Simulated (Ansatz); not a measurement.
We consider hcp Os, described by LDA in Ansatz (PAW).

Settings: plane-wave cutoff 520 eV, 30×30×16 k mesh (along the axes of the cell as run), Fermi–Dirac smearing 0.072 eV (set by the program), no spin polarisation, scalar-relativistic PAW data made under PBE.

Computed at the level's own relaxed cell.

Hill averages of the elastic tensor: K = 448.4 GPa, G = 290.1 GPa. Volume 13.699 Å³/atom, mean atomic mass 190.230 u.

Work out the density, the sound velocities of a polycrystal and the elastic Debye temperature, and Pugh's ratio at this level.

ρ = 1.66054 × 190.230/13.699 = 23.059 g/cm³. v_l = √[(K + 4G/3)/ρ] = 6.018 km/s and v_t = √(G/ρ) = 3.547 km/s. The mean follows from 3/v_m³ = 1/v_l³ + 2/v_t³: v_m = 3.931 km/s. Θ_D = (ħ/k_B) v_m (6π²/V)^(1/3) = 76.38 K Å s/km × 3.931 × 1.6290 Å⁻¹ = 489 K, counting all atoms of the cell. K/G = 1.55, to be set beside Pugh's rough bound of 1.75 between brittle and ductile metals.

Ansatz is an electronic-structure program.
